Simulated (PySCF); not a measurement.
Gas-phase reaction: F2 + 2 Cl ⇌ 2 ClF

Energies from PySCF, thermal terms from the rigid-rotor harmonic-oscillator model, ideal gas at 1 bar. Table values come from the NASA 1993 polynomials. † marks an energy on the PBE0/def2-TZVP geometry and frequencies; other levels use their own. MP2 freezes the core. 6-31G* has spherical d functions here. Open shells (unrestricted): Cl (multiplicity 2); the rest are closed-shell singlets. Spin-orbit splitting is ignored; it lowers the true energy and changes the entropy of Cl. B3LYP is the form with VWN-RPA correlation. MP2 isn't extrapolated to the basis-set limit. The table's entry may be an old estimate for ClF (not checked at source).

| level | ΔH°(298 K), kJ |
|---|---|
| table | -343.2 |
| B3LYP/6-31G* | … |
| HF/6-31G* | … |
| M06-2X/def2-TZVP† | -372.3 |
| MP2/def2-TZVPP† | -356.7 |
| PBE/def2-SVP | -338.8 |
| PBE0/def2-QZVP† | … |
| PBE0/def2-TZVP | … |
| ωB97X-V/def2-TZVP† | -358.8 |

Task: Some entries are withheld; supply them.

Result: 
- B3LYP/6-31G*, ΔH°(298 K), kJ: -303.4
- HF/6-31G*, ΔH°(298 K), kJ: -174.2
- PBE0/def2-QZVP†, ΔH°(298 K), kJ: -365.3
- PBE0/def2-TZVP, ΔH°(298 K), kJ: -357.8
